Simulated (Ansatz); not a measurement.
Relaxed structures of CH$_{3}$OSi (charge -1), closed shell (PBE0-D4/def2-TZVPD; forces vanish, vibrations not checked; lower isomers may exist, and structures with a doubtful reference or unclear bonds are left out; Å). Ansatz 0.2.0; basis: def2-TZVPPD; cores frozen in the correlated methods.

Task: Rank them by CCSD(T) energy, lowest first, and give each one's height above the lowest. Links in brackets join atoms within 1.22 times the sum of their covalent radii (1.1 for two metals). (Judge from chemistry; the value comes from the calculation.)
A.
CH₃OSi ([CH2][Si][OH]), total charge -1
```
6
angstrom
C -0.4317 0.3299 -0.6238
Si 0.3943 -0.2591 0.7978
O 0.2292 -1.9849 0.7300
H -0.9370 -0.2760 -1.3801
H -0.4693 1.4041 -0.8114
H 0.6720 -2.3472 1.4976
```
B.
CH₃OSi ([CH2][SiH][O]), total charge -1
```
6
angstrom
C -0.4903 0.3750 -0.7105
Si 0.3796 -0.4226 0.5532
O 0.6228 -1.9062 0.9361
H -1.0514 -0.1134 -1.5020
H -0.4883 1.4631 -0.7333
H 1.0277 0.6041 1.4567
```
C.
CH₃OSi ([CH3][Si][O]), total charge -1
```
6
angstrom
C -0.3738 0.5658 -0.6042
Si 0.1489 -0.3842 1.0385
O 0.5138 -1.8491 0.6313
H -0.7458 -0.1312 -1.3654
H -1.1241 1.3439 -0.4099
H 0.5195 1.0685 -1.0051
```

Result: Computed: C (0.0 kJ/mol), B (13.6 kJ/mol), A (57.3 kJ/mol). Heights count from the lowest.

The T1 diagnostic stays at or below 0.021. The restricted Hartree–Fock reference is unstable towards an unrestricted one at one or more of these structures.

For scale, one of the runs: CCSD(T)/def2-TZVPPD, 176 basis functions, launched by `ansatz run in.yaml --threads 2 --pin off --events-out ev --progress --plain --max-ram 4352MiB`. The run took 27 s on 2 CPU threads of an Arm Neoverse V2 (shared host), with 1.6 GiB of host memory at its peak.
